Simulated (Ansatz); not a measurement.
Zinc-blende BeSe, treated with HSE06-D3(BJ) (plane waves, PAW; Ansatz, a program for electronic structure).

Run with plane-wave cutoff 460 eV, 8×8×8 k mesh, Fermi–Dirac smearing 0.01 eV, scalar-relativistic PAW data made under PBE.

Response to compression and expansion:

```
V (Å³/atom)  P (GPa)  direct gap at Γ (eV)  smallest gap on the k mesh (eV)
-----------  -------  --------------------  -------------------------------
15.467          5.45                 6.049                            3.230
15.874          2.78                 6.017                            3.299
16.281          0.42                 5.809                            3.362
16.688         -1.68                 5.609                            3.421
16.948         -2.89                 5.486                            3.456
```

The fundamental gap (3.37 eV at the equilibrium volume, on the SCF mesh) lies elsewhere than Γ–Γ.

Spin–orbit coupling is not included.
